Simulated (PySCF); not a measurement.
Computed with CAM-B3LYP-D3(BJ)/def2-TZVP (PySCF). All species are isolated molecules in the gas phase. Excitations are Tamm–Dancoff values on a coarser integration grid. The basis has no diffuse functions, so Rydberg states are missing or too high.

Reference species (SMILES): `C/C=C\C` (neutral, multiplicity 1).

- dipole moment: 0.22 D
- S1 oscillator strength: 0.000
- S1 excitation (TDA): 7.29 eV

Changed species: `C=C(C)C`.

Question: Give the shifts of the dipole moment, S1 oscillator strength and S1 excitation (TDA).

Answer: the dipole moment increases by 0.34 D, to 0.56 D; the S1 oscillator strength is nearly the same; the S1 excitation (TDA) goes up by 0.08 eV, to 7.37 eV.
